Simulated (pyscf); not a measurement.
Substitution at C: CH₄ (SMILES C) + H• (SMILES [H]) → CH₄ (SMILES C) + H• (SMILES [H])

Gas phase, doublet surface, charge 0. Bonds broken: C1–H6. Bonds formed: C1–H3. Single points on ωB97X-D3(BJ)/def2-SVP structures (PySCF, gas phase). Correlated levels are frozen-core, on RHF or UHF. ΔMP2 is the change of the MP2 total energy from the triple- to the quadruple-zeta basis.

Transition state (Å):

```xyz
6

C     -1.0526    -0.1371     0.0182
H     -1.2175     0.2472     1.0355
H     -1.3745    -1.3685     0.4315
H     -1.8834    -0.1617    -0.7022
H     -0.0567    -0.4970    -0.2792
H     -0.7309     1.0941    -0.3952
```

One imaginary mode, 1875i cm⁻¹; descent along it reached the two sides named.

```csv
bond,change,reactant side (Å),saddle,product side
C1–H6,breaks,1.099,1.338,3.8
C1–H3,forms,3.8,1.338,1.099
```

Electronic energies relative to the separated reactants (eV):

| level | barrier | reaction energy | reverse barrier |
|---|---|---|---|
| ωB97X-D3(BJ)/def2-TZVP | 1.67 | 0.00 | 1.67 |
| PBE/def2-TZVP | 1.27 | 0.00 | 1.27 |
| r²SCAN/def2-TZVP | 1.27 | 0.00 | 1.27 |
| B3LYP-D3(BJ)/def2-TZVP | 1.41 | 0.00 | 1.41 |
| PBE0-D3(BJ)/def2-TZVP | 1.43 | 0.00 | 1.43 |
| M06-2X/def2-TZVP | 1.62 | 0.00 | 1.62 |
| ωB97M-D3(BJ)/def2-TZVP | 1.61 | 0.00 | 1.61 |
| HF/def2-TZVP | 2.31 | 0.00 | 2.31 |
| MP2/def2-QZVPP | 1.82 | 0.00 | 1.82 |
| CCSD/def2-TZVPP | 1.71 | 0.00 | 1.71 |
| CCSD(T)/def2-TZVPP | 1.66 | 0.00 | 1.66 |
| CCSD(T)/def2-TZVPP + ΔMP2(QZVPP) | 1.63 | 0.00 | 1.63 |

With CCSD(T)/def2-TZVPP + ΔMP2(QZVPP) energies and thermal terms (ideal gas, 1 atm, RRHO with modes under 100 cm⁻¹ raised to 100, one conformer, R ln 2 for rigid chiral ones), in eV:

```tsv
T (K)	ΔH‡	ΔG‡	ΔH	ΔG
298	1.56	1.86	0.00	0.00
600	1.53	2.17	0.00	0.00
900	1.52	2.50	0.00	0.00
1200	1.51	2.82	0.00	0.00
```

Abstraction by the radical was not located in this set and often lies lower. One saddle was located; it need not be the lowest between these sides. The angle at the attacked C is 180°. The CCSD(T) − MP2 part came from Ansatz, without density fitting, on the same reference.
